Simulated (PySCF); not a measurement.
Species: C₃H₂ClNO.
Bonds: Cl1–C2, C2–C3 (aromatic), C3–O4 (aromatic), O4–C5 (aromatic), C5–N6 (aromatic), C2–N6 (aromatic). Hydrogens: H7 on C3; H8 on C5.

The same species was optimised twice, with GFN2-xTB and with PBE0-D3(BJ)/def2-SVP (PySCF), and the same property calculations (PySCF, gas phase) were run on both structures.

```tsv
coordinate	GFN2-xTB	PBE0-D3(BJ)/def2-SVP	change
Cl1–C2 (Å)	1.692	1.704	+0.012
O4–C5 (Å)	1.334	1.340	+0.006
C3–O4 (Å)	1.348	1.355	+0.007
C2–N6 (Å)	1.364	1.369	+0.005
C2–C3 (Å)	1.366	1.363	-0.003
C5–N6 (Å)	1.292	1.291	-0.001
Cl1–C2–C3 (°)	128.7	127.7	-1.0
C3–C2–N6 (°)	108.9	109.7	+0.8
C2–N6–C5 (°)	104.5	104.0	-0.5
C2–C3–O4 (°)	107.1	106.6	-0.5
O4–C5–N6 (°)	114.3	114.4	+0.1
Cl1–C2–N6 (°)	122.4	122.5	+0.1
C3–O4–C5 (°)	105.2	105.2	0.0
```

Rotational constants: A = 9970, B = 2130, C = 1755 MHz (GFN2-xTB) against A = 9866, B = 2120, C = 1745 MHz (PBE0-D3(BJ)/def2-SVP). Point groups within 0.08 Å: Cs and Cs.

On the GFN2-xTB structure: lowest singlet, TDDFT (eV) 5.99 [PBE0/def2-SVPD]; lowest triplet, Tamm–Dancoff (eV) 4.01 [PBE0/def2-SVPD]; isotropic polarisability (au) 55.1 [PBE0/def2-SVPD]; HOMO (eV) -7.36 [PBE0/def2-SVPD]; LUMO (eV) -0.66 [PBE0/def2-SVPD]; dipole (D) 2.19 [PBE0/def2-SVPD]; HOMO (eV) -7.34 [PBE0/pcSseg-1]; LUMO (eV) -0.53 [PBE0/pcSseg-1]; dipole (D) 2.23 [PBE0/pcSseg-1]; GIAO shielding of Cl1 (ppm) 793.0 [PBE0/pcSseg-1]; GIAO shielding of C2 (ppm) 41.7 [PBE0/pcSseg-1]; GIAO shielding of C3 (ppm) 46.3 [PBE0/pcSseg-1]; GIAO shielding of O4 (ppm) 9.7 [PBE0/pcSseg-1]; GIAO shielding of C5 (ppm) 33.1 [PBE0/pcSseg-1]; GIAO shielding of N6 (ppm) -38.0 [PBE0/pcSseg-1].

Q: What do these properties become on the PBE0-D3(BJ)/def2-SVP structure?

A: 
```
                                    property           level  on GFN2-xTB  on PBE0-D3(BJ)/def2-SVP  change
                  lowest singlet, TDDFT (eV)  PBE0/def2-SVPD         5.99                     5.99    0.00
           lowest triplet, Tamm–Dancoff (eV)  PBE0/def2-SVPD         4.01                     4.02   +0.01
               isotropic polarisability (au)  PBE0/def2-SVPD         55.1                     55.5    +0.4
                                   HOMO (eV)  PBE0/def2-SVPD        -7.36                    -7.39   -0.03
                                   LUMO (eV)  PBE0/def2-SVPD        -0.66                    -0.68   -0.02
                                  dipole (D)  PBE0/def2-SVPD         2.19                     2.24   +0.05
energy, GFN2-xTB geometry as zero (kcal/mol)  PBE0/def2-SVPD          0.0                     -0.5    -0.5
                                   HOMO (eV)   PBE0/pcSseg-1        -7.34                    -7.38   -0.04
                                   LUMO (eV)   PBE0/pcSseg-1        -0.53                    -0.55   -0.02
                                  dipole (D)   PBE0/pcSseg-1         2.23                     2.28   +0.05
energy, GFN2-xTB geometry as zero (kcal/mol)   PBE0/pcSseg-1          0.0                     -0.5    -0.5
                 GIAO shielding of Cl1 (ppm)   PBE0/pcSseg-1        793.0                    785.6    -7.4
                  GIAO shielding of C2 (ppm)   PBE0/pcSseg-1         41.7                     42.0    +0.3
                  GIAO shielding of C3 (ppm)   PBE0/pcSseg-1         46.3                     45.4    -0.9
                  GIAO shielding of O4 (ppm)   PBE0/pcSseg-1          9.7                      2.7    -7.0
                  GIAO shielding of C5 (ppm)   PBE0/pcSseg-1         33.1                     31.7    -1.4
                  GIAO shielding of N6 (ppm)   PBE0/pcSseg-1        -38.0                    -35.3    +2.7
```

The heavy atoms differ by 0.008 Å rms after alignment. Among bonds between heavy atoms Cl1–C2 changes most (+0.012 Å). Changes are differences of the printed values. Neither structure is proved a minimum here.
